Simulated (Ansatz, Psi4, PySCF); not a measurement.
Species: ethanol, C₂H₆O, charge 0, multiplicity 1. SMILES: CCO
Geometry from a B3LYP-D3(BJ)/def2-TZVP (Ansatz, a program for electronic structure) optimisation:
```
C
H 1 1.0973
H 1 1.0973 2 107.69
O 1 1.4270 2 110.49 3 -120.76
H 4 0.9624 1 108.87 2 59.54
C 1 1.5131 2 110.09 3 120.04
H 6 1.0909 1 110.47 2 60.81
H 6 1.0909 7 108.30 1 -121.11
H 6 1.0917 7 108.54 8 -117.66
```
Charge 0, spin multiplicity 1.

B3LYP/6-311+G** beside other levels, property by property. Terms: non-relativistic; atomisation electronic, to ground-state atoms; LANL2DZ all-electron up to Ne; no dispersion term unless named; UHF or UKS for open shells; frozen cores in correlated levels; 6-311+G** with 5d; 6-31G* and kin with 6d, 5d where marked; no spin-orbit coupling. CBS(X,Y): correlation extrapolated as X^-3; Hartree-Fock from the larger set. [CCSD(T)-MP2]/basis is that difference in the basis named. First-principles rows: single points at B3LYP-D3(BJ) geometries (Ansatz), with unscaled harmonic terms from B3LYP/6-31G* at its own minima, enthalpies of formation by atomisation with measured atoms.

Measured values: Active Thermochemical Tables 1.112 (ions: stationary electron), as tabulated in the package chemicals; Active Thermochemical Tables 1.112 (ions: stationary electron), as tabulated in the package chemicals; G2/97 table in ASE (Curtiss et al.); G2/97 table in ASE (Curtiss et al.), the entry of HO doubted and unchecked; NIST CCCBDB, as tabulated in the package chemicals; they hold spin-orbit and core effects, anharmonicity and other conformers. Coupled cluster (Ansatz) is a level with limits of its own, used here on species with T1 under 0.025 (0.045 for open shells) and stable references: (a) RI-MP2/CBS(aug-cc-pVTZ,aug-cc-pVQZ)+[CCSD(T)-MP2]/aug-cc-pVTZ; (b) RI-MP2/CBS(cc-pVTZ,cc-pVQZ)+[CCSD(T)-MP2]/cc-pVTZ.

```tsv
property	B3LYP/6-311+G** (Ansatz)	BP86/def2-SVP (PySCF)	B3LYP/LANL2DZ (Ansatz)	wB97X-D/6-31G* (Psi4)	to compare with
C-H bond dissociation enthalpy at 298 K, to [CH2]CO + H atom (kcal/mol)	99.7	100.9	101.2	102.8	103.0 coupled cluster (b)
size of the dipole moment (D)	1.76	1.48	2.03	1.62	1.44 measured
proton affinity at O (heteroatom site), enthalpy at 298 K, to CC[OH2+] (kcal/mol)	186.2	188.9	191.4	189.4	185.9 coupled cluster (b)
enthalpy of formation at 298 K (kcal/mol)	-47.0	-78.0	-22.0	-51.1	-56.1 measured
C-C bond dissociation enthalpy at 298 K, to [CH3] (CH3) + [CH2]O (CH3O) (kcal/mol)	80.0	84.1	79.8	88.9	87.2 measured
C-O bond dissociation enthalpy at 298 K, to [CH2]C (C2H5) + [OH] (HO) (kcal/mol)	86.8	95.7	81.0	93.8	94.4 measured
C-H bond dissociation enthalpy at 298 K, to C[CH]O + H atom (kcal/mol)	91.2	89.8	92.9	93.1	95.6 coupled cluster (b)
atomisation energy (kcal/mol)	801.8	832.7	776.8	805.9	810.9 coupled cluster (a)
```

As the rows show:
- C-H bond dissociation enthalpy at 298 K, to [CH2]CO + H atom: B3LYP/6-311+G** lies 3.3 kcal/mol below coupled cluster.
- size of the dipole moment: B3LYP/6-311+G** lies 0.32 D above the measured value.
- proton affinity at O (heteroatom site), enthalpy at 298 K, to CC[OH2+]: B3LYP/6-311+G** lies 0.3 kcal/mol above coupled cluster.
- enthalpy of formation at 298 K: B3LYP/6-311+G** lies 9.1 kcal/mol above the measured value.
- C-C bond dissociation enthalpy at 298 K, to [CH3] (CH3) + [CH2]O (CH3O): B3LYP/6-311+G** lies 7.2 kcal/mol below the measured value.
- C-O bond dissociation enthalpy at 298 K, to [CH2]C (C2H5) + [OH] (HO): B3LYP/6-311+G** lies 7.6 kcal/mol below the measured value.
- C-H bond dissociation enthalpy at 298 K, to C[CH]O + H atom: B3LYP/6-311+G** lies 4.4 kcal/mol below coupled cluster.
- atomisation energy: B3LYP/6-311+G** lies 9.1 kcal/mol below coupled cluster.

The properties are those with a value to compare with, at most eight drawn at random. No case is left out for the size of its miss. Left out are saddle points of the reference geometry, anions that the best level run finds unbound, excited spin states, species near biochemistry, cases with under five habitual levels, runs that failed or whose electronic state is in doubt, and table entries that another table contradicts.
